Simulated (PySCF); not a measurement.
Molecule: `ClC(Cl)[C@H]1CO1`, C3H4Cl2O.

Structure with atom numbers: `[Cl:1][CH:2]([Cl:3])[C@H:4]1[CH2:5][O:6]1`. Each H is labelled by its parent atom. Ha(C5) is cis to C2 on the ring; Hb(C5) is trans to C2 on the ring.

Geometry PBE0-D3(BJ)/def2-SVP throughout; GIAO in PySCF 2.14.0 with density-fitted response routines, gas phase, one conformer, non-relativistic; equivalent atoms averaged; functional PBE0.

Q: How do the shifts δ (against HCl, TMS, H2O at the same level) depend on the basis set? (a selection of nuclei; ppm; last column core-seconds on shared hosts with different chips, so compare them loosely)

A: 
```csv
basis set,functions,Cl3,C2,C4,C5,O6,H(C2),Ha(C5),H(C4),Hb(C5),core-s
STO-3G,42,72.8,74.8,40.9,36.8,10.3,4.27,1.87,1.78,1.69,3.3
6-31G,70,155.1,78.4,50.1,39.8,19.6,6.03,3.16,2.97,2.68,6.7
pcSseg-0,70,160.4,87.6,55.6,46.4,32.0,5.87,3.37,2.84,2.92,4.1
6-31G*,100,152.2,76.6,50.1,39.9,18.3,5.89,2.94,2.92,2.50,10
def2-SVP,112,152.1,81.3,50.8,39.5,32.4,5.73,2.83,2.68,2.31,11
cc-pVDZ,112,167.6,84.3,52.2,39.6,37.6,5.72,2.82,2.74,2.36,8.2
pcSseg-1,136,192.2,83.7,52.6,41.1,37.2,5.93,2.96,2.90,2.57,18
aug-cc-pVDZ,182,184.8,82.4,50.8,38.9,29.0,6.17,3.09,3.13,2.60,15
"6-311+G(2d,p)",202,202.2,83.2,53.0,40.7,27.7,6.22,3.01,3.15,2.58,30
def2-TZVP,222,195.9,83.8,53.9,41.0,31.7,6.13,2.99,3.10,2.53,33
cc-pVTZ,244,181.5,83.7,53.4,40.9,34.6,6.15,2.96,3.05,2.52,24
IGLO-III,268,202.2,84.4,54.8,42.1,28.3,6.18,3.05,3.10,2.54,24
pcSseg-2,286,195.7,85.7,55.4,42.8,30.4,6.16,2.98,3.07,2.55,34
```

Q: Which nucleus among those listed moves most, in ppm?

A: Cl3 (chlorine bonded to C): from 72.8 ppm with STO-3G to 202.2 ppm with 6-311+G(2d,p). The smallest spread is 1.23 ppm, at Hb(C5). Proton shifts span only some 12 ppm, so a few tenths of a ppm matter as much there as several ppm in carbon.

Q: Taking the largest basis, pcSseg-2 (286 functions), as the yardstick, rank the others by their worst heavy-atom deviation.

A: def2-TZVP 1.8 ppm (222 functions), IGLO-III 6.5 ppm (268 functions), 6-311+G(2d,p) 6.6 ppm (202 functions), pcSseg-1 6.8 ppm (136 functions), aug-cc-pVDZ 10.9 ppm (182 functions), cc-pVTZ 14.1 ppm (244 functions), cc-pVDZ 28.1 ppm (112 functions), pcSseg-0 35.3 ppm (70 functions), 6-31G 40.6 ppm (70 functions), 6-31G* 43.5 ppm (100 functions), def2-SVP 43.6 ppm (112 functions), STO-3G 122.8 ppm (42 functions).

A small basis that lands close on one nucleus may do so by chance; judge by the trend and by all nuclei.
